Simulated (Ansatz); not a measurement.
# H4Si: the cost of one run

Program: Ansatz 0.2.0. Level of theory: UKS PBE-D4/def2-TZVP. These are calculated values, not measurements.

### Step 1. Where the work starts

5 atoms, charge 0, spin multiplicity 1.

Atoms are counted from 1 here; the program's logs count them from 0.

Bond lengths: Si1–H2 1.503 Å, Si1–H3 1.502 Å, Si1–H4 1.502 Å, Si1–H5 1.502 Å. Angles: H2–Si1–H3 109.5°, H2–Si1–H4 109.5°, H2–Si1–H5 109.5°, H3–Si1–H4 109.5°, H3–Si1–H5 109.5°, H4–Si1–H5 109.5°.

As a file:

```xyz
5

Si    0.0000    0.0000    0.0000
H     0.0117   -0.0200    1.5023
H     1.4126    0.0117   -0.5118
H    -0.7164    1.2308   -0.4789
H    -0.7080   -1.2225   -0.5116
```

This geometry comes from a loose relaxation at PBE in a small basis, which is not shown.

### Step 5. Setting up the map

- normal mode 4 (940 cm⁻¹, of the parent): 15 values from −1.004 to 1.004 amu½·Å
- normal mode 5 (940 cm⁻¹, of the parent): 15 values from −1.004 to 1.004 amu½·Å

Nothing else is relaxed (straight displacements along the two mass-weighted modes). Energies count from the ion of charge +1 at the geometry of the relaxed parent of charge +0. Points are written as (first, second).

The modes come from a phonon run on the reference cell, made beforehand.

The patterns, per unit of each coordinate (Å):

```csv
atom,x1,y1,z1,x2,y2,z2
Si1,0.000,0.000,0.000,0.000,0.000,0.000
H2,0.002,-0.498,-0.007,-0.498,-0.002,0.004
H3,-0.002,0.498,0.007,-0.170,0.006,-0.468
H4,0.284,0.006,-0.409,0.333,0.286,0.236
H5,-0.284,-0.006,0.409,0.335,-0.289,0.228
```

(The set-up runs are not shown.)

### Step 6. Point (0.000 amu½·Å, 0.717 amu½·Å)

The input, input.yaml:

```yaml
crystal:
  periodic: [false, false, false]
  atoms:
    - { symbol: Si, position_ang: [3.0e-06, 0.0, 2.0e-06] }
    - { symbol: H, position_ang: [-0.345484, -0.021122, 1.496037] }
    - { symbol: H, position_ang: [1.28242, 0.015652, -0.844443] }
    - { symbol: H, position_ang: [-0.473395, 1.428158, -0.306827] }
    - { symbol: H, position_ang: [-0.463615, -1.422688, -0.344819] }
magnetization:
  spin_polarized: true
  initial_magnetization: 1
total_charge: 1
basis:
  gaussian: { orbitals: def2-TZVP }
hamiltonian:
  xc: pbe
  dispersion: d4
output:
  forces: true
```

The run is started by

```
$ ansatz run input.yaml --threads 1 --pin off --max-ram 2560MiB --backend cpu --events-out ev --progress --plain --runs-dir out
```

Q: Estimate wall time and peak memory on 1 thread of Arm Neoverse V2, shared host.

About 1.3 s, with a peak of 0.093 GiB.
